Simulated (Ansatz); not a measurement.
Reaction (SMILES): C#C (C2H2) + 3 [H][H] (H2) → 2 C (CH4)
B3LYP-D3(BJ)/def2-TZVP geometries, fixed; electronic energies without zero-point terms.

How fast the energy of full hydrogenation converges with the basis for several methods (Ansatz, a program for electronic structure): deviation from each method's own reference, in kcal/mol. References: B3LYP -107.85 kcal/mol, the value in aug-pcseg-3; CCSD(T) -107.59 kcal/mol, Hartree-Fock in cc-pVQZ plus the correlation part extrapolated as X^-3 from cc-pVTZ and cc-pVQZ; HF -111.14 kcal/mol, the value in aug-pcseg-3; MP2 -105.87 kcal/mol, Hartree-Fock in aug-cc-pVQZ plus the correlation part extrapolated as X^-3 from aug-cc-pVTZ and aug-cc-pVQZ; PBE -111.33 kcal/mol, the value in aug-pcseg-3; r2SCAN -113.11 kcal/mol, the value in aug-pcseg-3. Cartesian d functions, on some or all atoms, in 6-31G*; all else is spherical. In correlated methods cores are frozen. No added dispersion term, no relativity. 

| basis | functions | B3LYP | CCSD(T) | HF | MP2 | PBE | r2SCAN |
|---|---|---|---|---|---|---|---|
| STO-3G | 12 | -33.95 | -3.51 | -45.67 | -3.21 | -30.97 | -32.16 |
| 6-31G | 22 | -7.08 | 13.83 | -6.93 | 10.89 | -7.09 | -6.69 |
| 3-21G | 22 | -7.75 | 13.72 | -7.65 | 10.40 | -7.79 | -6.76 |
| def2-SV(P) | 32 | -2.99 | 9.10 | -4.69 | 6.01 | -2.23 | -0.85 |
| 6-31G* | 34 | -8.07 | 4.83 | -9.73 | 1.19 | -7.32 | -6.26 |
| aug-pcseg-1 | 64 | -3.46 | -3.57 | -4.70 | -3.61 | -3.44 | -3.55 |
| 6-311++G(3df,3pd) | 114 | -0.30 | 0.01 | -0.06 | -0.69 | -0.34 | -0.23 |
| aug-pcseg-2 | 138 | -0.38 | -0.15 | -0.31 | -1.06 | -0.30 | -0.19 |

Mean absolute deviation over 6-311++G(3df,3pd), aug-pcseg-2: CCSD(T) 0.08, HF 0.18, r2SCAN 0.21, PBE 0.32, B3LYP 0.34, MP2 0.88 kcal/mol.
